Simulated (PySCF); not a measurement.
Species: C2H5P2 (charge -1).
Geometry (PBE0-D3(BJ)/def2-SVP, Å), atoms numbered from 1 in this order:
```xyz
9
C2H5P2 angstrom
C     -2.1797   -0.1918    0.1015
C     -0.8679   -0.0479   -0.2216
P      0.5689   -0.5563    0.7349
P      2.0559    0.1418   -0.6992
H     -2.9741    0.1612   -0.5660
H     -2.4974   -0.6649    1.0390
H     -0.6549    0.4403   -1.1869
H      2.9799   -0.9646   -0.8062
H      3.0108    0.8615    0.1134
```

IAO charges (e) from the PBE0/pcSseg-1 density (PySCF), one withheld:

| atom | bonded to | charge |
| --- | --- | --- |
| C1 | C2 H5 H6 | -0.4539 |
| C2 | C1 P3 H7 | -0.3101 |
| P3 | C2 P4 | -0.3326 |
| P4 | P3 H8 H9 | ? |
| H5 | C1 | +0.1010 |
| H6 | C1 | +0.1041 |
| H7 | C2 | +0.1154 |
| H8 | P4 | -0.0752 |
| H9 | P4 | -0.0754 |

Task: What is the charge on P4?

Result: The charges add up to the total charge, -1. The others sum to -0.9267, which leaves -0.0733 e for P4 (three-coordinate phosphorus); the computed value is -0.0732, the difference coming from rounding.

Task: Add each hydrogen's charge to the atom that carries it.

Result: C1 -0.2488, C2 -0.1947, P4 -0.2238. Atoms without hydrogen keep their charges.

Task: Across which bond do the charges differ most?

Result: H6–C1: +0.1041 on H6 against -0.4539 on C1, a difference of 0.5580 e. The lower charge is on the more electronegative element of the two (Pauling values: C 2.55, H 2.20).

Task: Take the bonds between elements whose Pauling electronegativities differ by more than 0.25. In how many does the more electronegative atom carry the lower charge?

Result: In 3 of 4; it doesn't in C2–P3.

Task: How much positive and how much negative charge does this set hold in all?

Result: +0.3205 e on 3 atoms and -1.3204 e on 6.

The IAO scheme projects the occupied orbitals on a minimal set of polarised atomic orbitals and counts the electrons in each atom's part of it. Geometry: PBE0-D3(BJ)/def2-SVP, one conformer, isolated ion. The pcSseg-1 basis has no diffuse functions, a weakness for an anion. The HOMO energy is positive at this level (+0.20 eV), so the outermost electrons may be held by the finite basis alone.

The run behind these numbers computed NMR shieldings as well. The run took 11 s of wall time on one thread of an Arm Neoverse N1, shared host.
